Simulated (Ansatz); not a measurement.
```yaml
crystal:
  periodic: [false, false, false]
  atoms:
    - {symbol: N, position_ang: [-1.737529, -0.345159, -0.003242]}
    - {symbol: P, position_ang: [-0.508021, 0.530579, 0.004083]}
    - {symbol: P, position_ang: [1.313170, -0.437999, -0.003118]}
    - {symbol: H, position_ang: [-0.596731, 1.951477, 0.015379]}
basis:
  gaussian: {orbitals: def2-TZVP}
magnetization: {spin_polarized: true, initial_magnetization: 2}
hamiltonian: {xc: pbe0}
relax: {f_tol: 0.004, max_steps: 80}
```

```sh
$ ansatz run in.yaml --threads 1 --pin off --events-out ev --progress --plain --max-ram 2176MiB
```

Steps of the relaxation (energy above the last step; positions in Å, forces in eV/Å):

```
4
step 1, 35.1 meV
N    -1.738   -0.345   -0.003   -1.336   -0.929   -0.008
P    -0.508    0.531    0.004    1.073    0.774    0.006
P     1.313   -0.438   -0.003    0.097    0.096    0.001
H    -0.597    1.951    0.015    0.166    0.059    0.001
```

```
4
step 2, 8.5 meV
N    -1.769   -0.351   -0.003   -0.644   -0.432   -0.004
P    -0.518    0.519    0.004    0.516    0.383    0.003
P     1.326   -0.412   -0.003    0.049    0.047    0.000
H    -0.568    1.943    0.015    0.078    0.002    0.000
```

```
4
step 3, 0.0 meV
N    -1.801   -0.354   -0.003   -0.027   -0.014    0.000
P    -0.527    0.506    0.004    0.016    0.031    0.000
P     1.339   -0.385   -0.003    0.010   -0.002    0.000
H    -0.540    1.932    0.015    0.000   -0.015    0.000
```

```
4
step 5, 0.0 meV
N    -1.803   -0.354   -0.003    0.002    0.002    0.000
P    -0.528    0.506    0.004   -0.003   -0.002    0.000
P     1.341   -0.384   -0.003    0.001    0.000    0.000
H    -0.539    1.931    0.015    0.000    0.000    0.000
```

Close pairs at the end: P2–H4 1.425 Å, N1–P2 1.538 Å, P2–P3 2.069 Å.

A stationary point of unrestricted PBE0 after 5 steps, with ⟨S²⟩ = 2.080 against 2.00 for a pure state; no frequencies were run, so it isn't proven a minimum. 43 s on 1 thread of Arm Neoverse V2, shared host.
